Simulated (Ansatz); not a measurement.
Predict the output of the script below (the Python package of Ansatz (0.2.0)).

`ns_methods.py`
```python
# -*- coding: utf-8 -*-
'''One geometry of NS, method by method.'''

from pathlib import Path

import ansatz
import numpy as np

GEOMETRY = '''
S     0.00000    0.00000    0.00000
N     0.00000    0.00000    1.64000
'''

ns = ansatz.Crystal.molecule()
for line in GEOMETRY.strip().splitlines():
    symbol, *xyz = line.split()
    ns = ns.atom(symbol, [float(v) for v in xyz])

calculation = (
    ns.calculation()
    .basis(gaussian='def2-SVP')
    .spin('collinear', total=1)
)

print('functional    E (Ha)        dipole (D)   HOMO (eV)  LUMO (eV)')
for name in ['lc_wpbe', 'hf', 'revpbe', 'pbe', 'blyp', 'pbe0']:
    rep = calculation.functional(name).forces().orbitals().run(threads=1, pin='off', runs_dir='runs').report
    lines = Path(rep['orbitals_path']).read_text().splitlines()
    field_of = lambda key: [line.split('=')[1].strip() for line in lines if line.startswith(key)]
    orbitals = [(27.211386 * float(e), s, float(n)) for e, s, n in zip(field_of('Ene='), field_of('Spin='), field_of('Occup='))]
    homo = max(e for e, _, n in orbitals if n > 0.5)
    lumo = min(e for e, _, n in orbitals if n < 0.5)
    dipole = 4.803205 * np.linalg.norm(rep['charge_distribution']['dipole_moment_e_ang'])
    print(f'{name:10s} {rep["free_energy_ev"] / 27.211386246:14.6f} {dipole:9.3f} {homo:11.3f} {lumo:10.3f}')
```

```console
$ python ns_methods.py
functional    E (Ha)        dipole (D)   HOMO (eV)  LUMO (eV)
lc_wpbe       -452.504466     1.491      -9.639     -1.755
hf            -451.736526     1.293     -10.105      0.379
revpbe        -452.602082     1.515      -5.126     -4.978
pbe           -452.453712     1.545      -5.132     -5.016
blyp          -452.681884     1.569      -4.938     -4.773
pbe0          -452.469532     1.497      -6.804     -4.172
```

Caveats:
- Total energies depend on the basis set; only differences at equal settings carry meaning.
- The geometry is a force-field or estimated start, not a minimum of this method, and the basis set is short of its limit. A lower total doesn't mark the better method: functionals have no common bound, and MP2 and coupled cluster aren't variational.
- The run takes the species as open-shell (spin multiplicity 2), which needn't be its ground state.
- The expectation value of S² is noticeably off S(S+1) in at least one run, so that state is spin-contaminated.
- Levels such as HOMO and LUMO are orbital energies: with these approximate functionals they aren't the ionisation energy and electron affinity, and their gap isn't the fundamental gap.
- The spin state was assumed, and another may lie lower.
- Hardware and time: 6.2 s on 1 thread of Arm Neoverse V1, with other jobs on the host, peak memory 0.16 GiB.
